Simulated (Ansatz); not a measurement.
Reaction (SMILES): [PH2] (PH2) → [PH2-] (an electron is taken up)
B3LYP-D3(BJ)/def2-TZVP geometries, fixed; electronic energies without zero-point terms; positive where energy is released.

How fast the adiabatic electron affinity converges with the basis for several methods (Ansatz, a first-principles code): deviation from each method's own reference, in eV. References: B3LYP 1.248 eV, the value in aug-cc-pV(5+d)Z; CCSD(T) 1.257 eV, Hartree-Fock in aug-cc-pV(Q+d)Z plus the correlation part extrapolated as X^-3 from aug-cc-pV(T+d)Z and aug-cc-pV(Q+d)Z; HF 0.043 eV, the value in aug-pcseg-3; MP2 1.284 eV, Hartree-Fock in aug-cc-pV(Q+d)Z plus the correlation part extrapolated as X^-3 from aug-cc-pV(T+d)Z and aug-cc-pV(Q+d)Z; PBE 1.243 eV, the value in aug-cc-pV(5+d)Z; r2SCAN 1.120 eV, the value in aug-cc-pV(5+d)Z. Cartesian d functions, on some or all atoms, in 6-31G**, 6-311G**; all else is spherical. In correlated methods cores are frozen. Open shells are unrestricted. No added dispersion term, no relativity. 

```
basis            functions   B3LYP  CCSD(T)          HF     MP2     PBE  r2SCAN
---------------  ---------  ------  -------  ----------  ------  ------  ------
STO-3G                  11  -6.328   -7.605  (withheld)  -7.553  -6.457  -6.350
pcseg-0                 17  -0.701   -1.373  (withheld)  -1.382  -0.727  -0.522
pcseg-1                 28  -0.287   -0.786  (withheld)  -0.784  -0.296  -0.203
6-31G**                 29  -0.580   -1.097  (withheld)  -1.104  -0.584  -0.461
cc-pV(D+d)Z             33  -0.749   -1.143  (withheld)  -1.138  -0.753  -0.627
6-311G**                39  -0.068   -0.621  (withheld)  -0.624  -0.095  -0.031
def2-SVPD               40  -0.501   -0.734  (withheld)  -0.760  -0.510  -0.430
6-311++G(2d,2p)         55  -0.019   -0.331  (withheld)  -0.327  -0.027  -0.003
cc-pV(T+d)Z             67  -0.388   -0.532  (withheld)  -0.558  -0.402  -0.327
def2-TZVPP              70  -0.330   -0.471  (withheld)  -0.493  -0.348  -0.276
def2-TZVPPD             82  -0.239   -0.324  (withheld)  -0.355  -0.257  -0.208
def2-QZVPPD            142  -0.137   -0.160  (withheld)  -0.185  -0.153  -0.117
```

**Question.** Complete the blanks.

**Answer.** 
- STO-3G, HF: -6.279
- pcseg-0, HF: -0.324
- pcseg-1, HF: -0.123
- 6-31G**, HF: -0.376
- cc-pV(D+d)Z, HF: -0.572
- 6-311G**, HF: 0.012
- def2-SVPD, HF: -0.408
- 6-311++G(2d,2p), HF: 0.003
- cc-pV(T+d)Z, HF: -0.319
- def2-TZVPP, HF: -0.259
- def2-TZVPPD, HF: -0.186
- def2-QZVPPD, HF: -0.098

Mean absolute deviation over 6-311G**, 6-311++G(2d,2p), cc-pV(T+d)Z, def2-TZVPP, def2-TZVPPD: HF 0.156, r2SCAN 0.169, B3LYP 0.209, PBE 0.226, CCSD(T) 0.456, MP2 0.471 eV.
